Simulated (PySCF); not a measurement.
methanethiol cation (CH₄S), SMILES SC (connectivity only; charge and spin as stated), charge +1, multiplicity 2.

Coordinates come from a PBE0-D3(BJ)/def2-TZVP optimisation. The spin state was assumed, not searched.

Computed with CAM-B3LYP/def2-TZVPD run with PySCF.

Task: Estimate the frontier levels, dipole moment and polarisability. (An estimate is asked for; the answer gives what the named calculation found.)

Result: 
```json
{
 "α spin, highest occupied and lowest empty level": "-17.34 and -5.37 eV",
 "β spin, highest occupied and lowest empty level": "-18.30 and -10.56 eV",
 "dipole_moment_about_the_centre_of_nuclear_charge": "1.18 D",
 "mean_static_polarisability": "28.0 bohr³ (4.15 Å³)",
 "polarisability_principal_values": "22.9, 25.9, 35.3 bohr³",
 "⟨S²⟩": "0.755 (pure state 0.75)"
}
```
